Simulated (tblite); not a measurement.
C4H4FO (doublet state).
SMILES with atom numbers: `[F:1][C:2]1=[CH:3][CH:4][O:5][CH2:6]1` (hydrogens: H7 on C3; H8 on C4; H9, H10 on C6)

Computed with GFN2-xTB (tblite): harmonic, unscaled wavenumbers at the GFN2-xTB geometry, gas phase. This tight-binding method is rough: wavenumbers can miss measured ones by several per cent, in bad cases by 10 to 20. Open shells enter through the occupations alone, without spin polarisation, and single modes of such species can be off by tens of per cent.

Harmonic wavenumbers (cm⁻¹): 191.7, 289.7, 358.9, 471.2, 579.9, 613.0, 781.6, 827.5, 914.3, 944.2, 988.6, 1028.7, 1093.3, 1125.1, 1187.4, 1225.2, 1288.9, 1432.3, 1443.9, 1515.5, 2802.2, 2860.1, 3184.0, 3195.6.

A = 8397, B = 3345, C = 2429 MHz; mass 87.025 u (most abundant isotopes); point group Cs, symmetry number 1; spin multiplicity 2.

Task: Zero-point energy?

Result: ½Σν̃ = 15171 cm⁻¹ = 181.49 kJ/mol.

Task: Give the ideal-gas entropy at 200 K and 1 bar in the rigid-rotor, harmonic-oscillator model (classical rotation).

Result: Translation 156.26, rotation 103.63, vibration 15.45, spin (R ln 2) 5.76: S = 281.1 J/(mol K).

Task: And Cp and H(200 K) − H(0)?

Result: Cp = 62.91 J/(mol K), of which vibrations give 29.65 (their classical limit is 24 R = 199.5); H(200 K) − H(0) = 8.78 kJ/mol without the zero-point energy, 2.13 from vibrations.

Task: What must be added to the electronic energy to get the Gibbs energy at 200 K and 1 bar?

Result: ZPE + [H(200 K) − H(0)] − T·S = 181.49 + 8.78 − 56.22 = 134.05 kJ/mol.

Task: Which modes carry the vibrational entropy at 200 K?

Result: 191.7 cm⁻¹: 6.27; 289.7 cm⁻¹: 3.57; 358.9 cm⁻¹: 2.41; 471.2 cm⁻¹: 1.27; 579.9 cm⁻¹: 0.67; 613.0 cm⁻¹: 0.55 J/(mol K); the other 18 give 0.70 together.

Task: How do the functions run with temperature in this model?

Result: 
```
 T (K)  S (J/(mol K))  Cp (J/(mol K))  H − H(0) (kJ/mol)  G − H(0) (kJ/mol)  ln q(vib)
   150          264.7            52.0               5.92             -33.78       0.29
   250          296.4            74.9              12.23             -61.87       0.92
298.15          310.6            86.8              16.12             -76.49       1.31
   400          339.5           110.8              26.21            -109.61       2.24
   600          391.6           145.9              52.14            -182.84       4.31
   900          457.2           176.6             100.99            -310.53       7.53
```

q(vib) and H(0) count from the zero-point level.

Hindered rotation and anharmonicity are outside this model.
